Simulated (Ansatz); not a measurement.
Cost and result for the atomization energy of `COC(C)(O)F` (13 atoms, 12 bonds).

```xyz
13

C     0.815   -0.434   -1.388
O     0.596   -0.987   -0.108
C    -0.346   -0.335    0.674
C    -0.059    1.120    0.943
O    -1.615   -0.451    0.155
F    -0.286   -1.024    1.858
H     1.402   -1.165   -1.942
H     1.381    0.502   -1.332
H    -0.127   -0.256   -1.916
H    -0.780    1.492    1.671
H     0.949    1.221    1.344
H    -0.154    1.708    0.031
H    -1.777   -1.391    0.009
```

Charge 0, multiplicity 1. The geometry is a stationary point of PBE0-D4/def2-TZVP. It is one conformer, not always the lowest. Program: Ansatz. All runs use 2 threads of an AMD EPYC 7R13 on a shared host and a share of an NVIDIA H100 80 GB. Times are those of one run each, without the atoms' runs, and a repeat can differ threefold. Electronic energies, without spin–orbit coupling; frozen cores. CCSD(T)/CBS adds CCSD(T) − MP2 in def2-TZVPP to the MP2 limit, and its time is that of the two runs behind it. T1 = 0.011. B3LYP takes the VWN-RPA correlation (the form of Gaussian; ORCA's B3LYP/G).

CCSD(T)/CBS is a level of theory with its own doubt, some kJ/mol a heavy atom from the limit and from the frozen cores, so smaller differences don't rank the functionals.

```json
{"level": "B3LYP-D4/def2-TZVPP (with forces)", "functions": "284", "wall time": "1.5 s"}
{"level": "PBE0-D4/def2-TZVPP", "functions": "284", "wall time": "1.6 s"}
{"level": "PBE-D4/def2-TZVPP (with forces)", "functions": "284", "wall time": "1.8 s"}
{"level": "r2SCAN-D4/def2-TZVPP (with forces)", "functions": "284", "wall time": "1.9 s"}
{"level": "ωB97X-V/def2-TZVPP", "functions": "284", "wall time": "1.9 s"}
{"level": "B2PLYP/def2-TZVPP", "functions": "284", "wall time": "2 s"}
{"level": "ωB97M-V/def2-TZVPP (with forces)", "functions": "284", "wall time": "2.5 s"}
{"level": "MP2/def2-QZVPP", "functions": "552", "wall time": "2.9 s"}
{"level": "CCSD(T)/def2-TZVPP", "functions": "284", "wall time": "3.9 s"}
{"level": "CCSD(T)/CBS(def2)", "functions": "–", "wall time": "6.8 s"}
```

Problem. What atomization energy does each give, and how far from CCSD(T)/CBS? (An estimate is asked.)

Solution. Ansatz gave: 
```tsv
level	atomization (kJ/mol)	difference from CCSD(T)/CBS	per bond
B3LYP-D4/def2-TZVPP (with forces)	5111.1	-19.1	-1.6
PBE0-D4/def2-TZVPP	5139.9	9.7	0.8
PBE-D4/def2-TZVPP (with forces)	5264.2	134.0	11.2
r2SCAN-D4/def2-TZVPP (with forces)	5143.6	13.4	1.1
ωB97X-V/def2-TZVPP	5137.0	6.8	0.6
B2PLYP/def2-TZVPP	5068.1	-62.1	-5.2
ωB97M-V/def2-TZVPP (with forces)	5144.9	14.7	1.2
MP2/def2-QZVPP	5187.3	57.1	4.8
CCSD(T)/def2-TZVPP	4999.7	-130.5	-10.9
CCSD(T)/CBS(def2)	5130.2	0.0	0.0
```

From PBE to PBE0 (25 % exact exchange), in def2-TZVPP and without D4, the atomization energy moves by −120.5 kJ/mol: exact exchange takes away binding that semilocal exchange gives to molecules. The D4 term adds +35.5 kJ/mol with B3LYP and +18.7 kJ/mol with PBE0; it sums over pairs of atoms, weighted by their polarisabilities, and B3LYP, whose exchange is more repulsive, gets the larger term. In def2-TZVPP, CCSD(T) changes the Hartree–Fock value by +1359.2 kJ/mol (the triples alone add +81.5 kJ/mol) and MP2 by +1470.3 kJ/mol; breaking electron pairs costs correlation energy, which Hartree–Fock lacks.
